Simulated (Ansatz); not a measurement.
# Li₂PbGeS₄ (I-42m, No. 121; cell taken from a computed entry)

Calculation: PBE0 (plane waves, PAW; Ansatz, a first-principles code).

Settings: plane-wave cutoff 460 eV, 6×6×6 k mesh, Fermi–Dirac smearing 0.01 eV, scalar-relativistic PAW data made under PBE.

Cell (relaxed with PBEsol):

```
Li2PbGeS4
1.0
   -3.24871     3.24871     3.83921
    3.24871    -3.24871     3.83921
    3.24871     3.24871    -3.83921
Li Ge Pb S
2 1 1 4
Direct
  0.75000   0.25000   0.50000
  0.25000   0.75000   0.50000
  0.50000   0.50000   0.00000
  0.00000   0.00000   0.00000
  0.46693   0.86377   0.00000
  0.13623   0.13623   0.60316
  0.86377   0.46693   0.00000
  0.53307   0.53307   0.39684
```

```json
{
  "band_gap": "3.76 eV",
  "smallest_direct_gap_on_the_k_points_sampled": "3.81 eV",
  "Γ–Γ gap": "6.11 eV"
}
```

Note: cell and atoms aren't relaxed at this level (largest force component 0.15 eV/Å, pressure 0.8 GPa).

Spin–orbit coupling is not included; with these elements it can move the gap by several tenths of an eV or more.

Computed values are for the static lattice.

The result took about 8 core-minutes (a rough figure).
